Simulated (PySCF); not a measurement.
# MgO: frontier orbitals

r²SCAN at R = 1.908 Å; basis Mg 6-311G(d,p), O 6-311G(d,p); no relativity; PySCF 2.14. State: ³Π (triplet), unpaired electrons σ ↑, π ↑. Only the outer orbitals are listed, counted within each symmetry.

```csv
spin,orbital,occ.,ε (eV),on Mg (%),main shells (%)
α,1π,1,-48.92,100,100 Mg p
α,1π,1,-48.88,100,100 Mg p
α,4σ,1,-48.77,100,100 Mg p
α,5σ,1,-23.31,2,98 O s
α,2π,1,-8.65,4,96 O p
α,6σ,1,-7.64,18,"80 O p, 16 Mg s"
α,2π,1,-6.63,7,93 O p
α,7σ,1,-4.96,89,"69 Mg s, 20 Mg p, 10 O p"
α,3π,0,-1.43,98,96 Mg p
α,3π,0,-1.29,96,93 Mg p
α,8σ,0,0.44,100,"78 Mg p, 12 Mg d, 10 Mg s"
β,1π,1,-48.85,100,100 Mg p
β,1π,1,-48.81,100,100 Mg p
β,4σ,1,-48.67,100,100 Mg p
β,5σ,1,-20.71,4,95 O s
β,6σ,1,-6.62,18,"80 O p, 14 Mg s"
β,2π,1,-5.88,9,91 O p
β,2π,0,-3.93,17,"83 O p, 13 Mg p"
β,7σ,0,-3.05,92,"76 Mg s, 16 Mg p, 8 O p"
β,3π,0,-0.21,95,94 Mg p
```

**Question.** Which are the highest filled and the lowest empty level, where do they sit, and how wide is the gap?

**Answer.** Highest filled α 7σ at -4.96 eV (in %: 69 Mg s, 20 Mg p, 10 O p); lowest empty β 2π at -3.93 eV (in %: 83 O p, 13 Mg p); the gap at r²SCAN is 1.03 eV.

```json
{"bond order (Mayer)": "0.90", "⟨S²⟩": "2.005", "charge on Mg (Mulliken, basis-dependent)": "0.48", "charge on Mg (Löwdin, basis-dependent)": "0.19", "dipole moment (positive dipole means Mg(−)O(+))": "-2.95 D"}
```

The state was picked by a PBE0 search and need not be the measured ground state.
